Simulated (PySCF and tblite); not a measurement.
The numbers below are computed, except where a source is named.
C₄H₁₀, numbered as in [CH3:1][CH2:2][CH2:3][CH3:4].

The ensemble was built from 60 distance-geometry starts (ETKDG, MMFF94s, GFN2-xTB) and rests on GFN2-xTB geometries. Free energies are PBE0-D3(BJ)/def2-TZVP single points with GFN2-xTB rigid-rotor and vibrational terms (modes under about 100 cm⁻¹ blended into free rotors). Symmetry numbers and mirror images are counted. Conformers within 3 kcal/mol (GFN2-xTB free energy) were kept, 10 at most. GIAO shieldings: WP04/pcSseg-1. Shifts are against TMS (¹H), TMS (¹³C) at the same level. Programs: PySCF with density fitting and tblite.

Torsions listed: C1–C2–C3–C4. Of a mirror pair one member is shown.

| conformer | shape | symmetry | E(GFN2) kcal/mol | E(DFT) kcal/mol |
| --- | --- | --- | --- | --- |
| 1 | 180° | C2h | 0.00 | 0.00 |
| 2 | 68° | C2 (pair) | 0.60 | 0.60 |

(1) How much do the weights at 298.15 K and the averaged shift of C1/C4 depend on how the conformers are weighted?

## Answers

(1) 
```tsv
weighting	1 (%)	2 (%)	δ (ppm)	rms dipole (D)
DFT energy with thermal terms, symmetry and mirror images (full scheme)	60	40	17.7	0.07
DFT energy with symmetry and mirror images	58	42	17.6	0.07
bare DFT energy	73	27	18.0	0.05
GFN2-xTB energy with symmetry and mirror images	58	42	17.6	0.07
GFN2-xTB free energy	60	40	17.7	0.07
leading conformer alone	100	0	18.7	0.00
equal weights	50	50	17.4	0.07
full scheme, search stopped after three starts	0	100	16.2	0.10
```

The largest departure from the full scheme, 1.5 ppm, comes with: full scheme, search stopped after three starts.
